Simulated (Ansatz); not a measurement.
Steps of a relaxation of C4H6OS (`C#COCCS`) with RKS PBE-D4/def2-SVP.

```sh
$ ansatz run in.yaml --threads 4 --pin off --events-out ev --progress --plain --max-ram 10444MiB
```

```yaml
crystal:
  periodic: [false, false, false]
  atoms:
    - {symbol: C, position_ang: [2.311100, -1.650600, -0.484300]}
    - {symbol: C, position_ang: [1.062200, -1.519600, -0.499700]}
    - {symbol: O, position_ang: [-0.295600, -1.427400, -0.527100]}
    - {symbol: C, position_ang: [-0.658600, -0.377900, 0.344700]}
    - {symbol: C, position_ang: [-0.791000, 0.929900, -0.424600]}
    - {symbol: S, position_ang: [-1.442100, 2.287300, 0.639900]}
    - {symbol: H, position_ang: [3.350700, -1.690800, -0.494600]}
    - {symbol: H, position_ang: [-1.701300, -0.663800, 0.661500]}
    - {symbol: H, position_ang: [-0.111500, -0.300800, 1.296900]}
    - {symbol: H, position_ang: [0.202600, 1.224900, -0.743900]}
    - {symbol: H, position_ang: [-1.441600, 0.835700, -1.269900]}
    - {symbol: H, position_ang: [-0.407700, 2.298000, 1.535000]}
basis:
  gaussian: {orbitals: def2-SVP}
hamiltonian: {xc: pbe, dispersion: d4}
relax: {f_tol: 0.03, max_steps: 200}
```

Positions (Å) and forces (eV/Å) along the path, 8 of 8 steps:

```xyz
12
step=1 energy=-17104.7618 eV
C     2.311   -1.651   -0.484   -4.833    0.492   -0.027
C     1.062   -1.520   -0.500    1.220   -0.672   -0.551
O    -0.296   -1.427   -0.527    3.550   -0.676    0.130
C    -0.659   -0.378    0.345   -3.400    0.511    0.346
C    -0.791    0.930   -0.425    1.019    0.314    1.900
S    -1.442    2.287    0.640   -0.141   -0.078   -0.036
H     3.351   -1.691   -0.495    1.714   -0.125   -0.002
H    -1.701   -0.664    0.661    0.327    0.168    0.031
H    -0.112   -0.301    1.297    0.704   -0.076   -0.094
H     0.203    1.225   -0.744    0.674    0.302   -0.605
H    -1.442    0.836   -1.270   -0.792   -0.123   -0.946
H    -0.408    2.298    1.535   -0.042   -0.037   -0.145
12
step=2 energy=-17105.1319 eV
C     2.288   -1.620   -0.505   -0.207    0.125    0.001
C     1.070   -1.520   -0.495   -1.212   -0.171   -0.194
O    -0.262   -1.461   -0.487    1.582   -0.232    0.118
C    -0.743   -0.404    0.360   -0.712    0.550    0.202
C    -0.747    0.929   -0.395   -0.155   -0.030    0.584
S    -1.442    2.291    0.631    0.161   -0.153   -0.038
H     3.359   -1.645   -0.533    0.263   -0.076   -0.012
H    -1.777   -0.685    0.673    0.220    0.054   -0.201
H    -0.136   -0.318    1.284    0.147   -0.133   -0.003
H     0.266    1.200   -0.736    0.153   -0.009   -0.103
H    -1.408    0.855   -1.266   -0.170    0.009   -0.367
H    -0.391    2.323    1.503   -0.071    0.065    0.013
12
step=3 energy=-17105.1815 eV
C     2.291   -1.623   -0.527    0.383    0.089   -0.017
C     1.074   -1.528   -0.488   -0.270   -0.078   -0.060
O    -0.228   -1.477   -0.446    0.032    0.016    0.072
C    -0.760   -0.400    0.372   -0.084    0.245    0.067
C    -0.746    0.929   -0.384    0.001   -0.052    0.122
S    -1.443    2.296    0.626    0.011   -0.077   -0.065
H     3.370   -1.654   -0.581   -0.097   -0.060   -0.005
H    -1.796   -0.688    0.639    0.047   -0.053   -0.064
H    -0.160   -0.325    1.306   -0.031   -0.028   -0.029
H     0.280    1.182   -0.719   -0.014   -0.009   -0.013
H    -1.391    0.861   -1.285    0.028    0.034    0.032
H    -0.414    2.372    1.519   -0.006   -0.028   -0.038
12
step=4 energy=-17105.1879 eV
C     2.295   -1.618   -0.545    0.047    0.097   -0.010
C     1.076   -1.526   -0.484    0.096   -0.049   -0.017
O    -0.223   -1.478   -0.418   -0.101    0.005    0.043
C    -0.768   -0.394    0.387    0.035    0.062   -0.045
C    -0.735    0.927   -0.375   -0.048   -0.017   -0.009
S    -1.453    2.296    0.610    0.064   -0.034   -0.011
H     3.372   -1.656   -0.619   -0.055   -0.051   -0.005
H    -1.808   -0.690    0.624    0.005   -0.016   -0.012
H    -0.187   -0.325    1.332   -0.034    0.005   -0.005
H     0.298    1.175   -0.695   -0.027   -0.004    0.018
H    -1.363    0.862   -1.289    0.044   -0.020    0.043
H    -0.426    2.373    1.504   -0.027    0.021    0.011
12
step=5 energy=-17105.1910 eV
C     2.296   -1.608   -0.566   -0.114    0.086   -0.005
C     1.077   -1.525   -0.480    0.122   -0.018    0.017
O    -0.221   -1.487   -0.388   -0.044    0.007    0.018
C    -0.777   -0.392    0.399    0.062   -0.075   -0.053
C    -0.722    0.921   -0.368    0.010    0.014   -0.027
S    -1.452    2.299    0.592    0.001    0.013   -0.008
H     3.370   -1.652   -0.663   -0.007   -0.040   -0.004
H    -1.821   -0.690    0.610   -0.005    0.014    0.011
H    -0.218   -0.322    1.356   -0.017    0.006    0.008
H     0.318    1.162   -0.669   -0.015   -0.005    0.017
H    -1.327    0.851   -1.296    0.013    0.000    0.028
H    -0.446    2.389    1.508   -0.006   -0.003    0.000
12
step=6 energy=-17105.1929 eV
C     2.290   -1.591   -0.588   -0.107    0.059   -0.008
C     1.073   -1.522   -0.475    0.076   -0.017    0.027
O    -0.225   -1.501   -0.357    0.000    0.015    0.002
C    -0.783   -0.395    0.411    0.004   -0.099   -0.015
C    -0.703    0.913   -0.361    0.031    0.031   -0.044
S    -1.451    2.303    0.565    0.012    0.008    0.015
H     3.361   -1.637   -0.711    0.006   -0.023    0.001
H    -1.834   -0.684    0.601    0.002    0.022    0.013
H    -0.247   -0.323    1.381    0.000    0.005   -0.001
H     0.347    1.146   -0.635   -0.012    0.004    0.007
H    -1.282    0.840   -1.304    0.002   -0.007    0.008
H    -0.469    2.397    1.507   -0.015    0.001   -0.004
12
step=7 energy=-17104.9304 eV rejected
C     2.238   -1.533   -0.576    2.605   -0.112   -0.289
C     1.047   -1.530   -0.435   -0.916   -0.284   -0.137
O    -0.226   -1.571   -0.342   -1.250   -0.040    0.262
C    -0.765   -0.488    0.413    0.176    2.476   -0.728
C    -0.662    0.929   -0.405   -0.484   -1.050    1.419
S    -1.425    2.302    0.581   -0.331   -0.311   -0.462
H     3.304   -1.619   -0.703    0.061    0.090    0.027
H    -1.825   -0.705    0.600   -0.220   -0.068   -0.024
H    -0.236   -0.350    1.384    0.013   -0.235   -0.103
H     0.356    1.258   -0.686    0.152   -0.460    0.066
H    -1.267    0.838   -1.321   -0.116    0.070   -0.175
H    -0.462    2.414    1.522    0.310   -0.077    0.145
12
step=8 energy=-17105.1940 eV
C     2.283   -1.572   -0.599   -0.002    0.004   -0.001
C     1.067   -1.525   -0.467   -0.006    0.009   -0.007
O    -0.229   -1.509   -0.343    0.001    0.001    0.016
C    -0.784   -0.397    0.414    0.009    0.012   -0.015
C    -0.692    0.910   -0.364   -0.002   -0.022   -0.003
S    -1.446    2.302    0.554    0.005    0.008    0.002
H     3.353   -1.629   -0.724   -0.001   -0.003    0.002
H    -1.838   -0.673    0.605   -0.005   -0.005    0.000
H    -0.251   -0.318    1.386    0.002   -0.014    0.001
H     0.360    1.139   -0.627    0.003    0.004   -0.005
H    -1.264    0.833   -1.312    0.006    0.004    0.013
H    -0.481    2.384    1.514   -0.008    0.002   -0.005
```

It took 12 s on 4 threads of an Arm Neoverse V2 on a shared host, with 0.16 GiB of host memory at the peak.
